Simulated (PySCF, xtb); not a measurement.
SiF4, SMILES F[Si](F)(F)F.

GFN2-xTB in xtb 6.7.1 at its own geometry gives an orbital gap of 11.23 eV and a dipole moment of 0.00 D.

Geometry optimised at ωB97X-D3(BJ)/def2-SVP. The isomer is the one that the SMILES or the coordinates give; other isomers of the formula were not compared.

### Question
What does PBE/def2-TZVP (PySCF) give? (Estimate from the structure and the level; the computed values follow.)

### Answer
gap 9.65 eV (levels -10.58 and -0.92 eV), dipole 0.00 D.
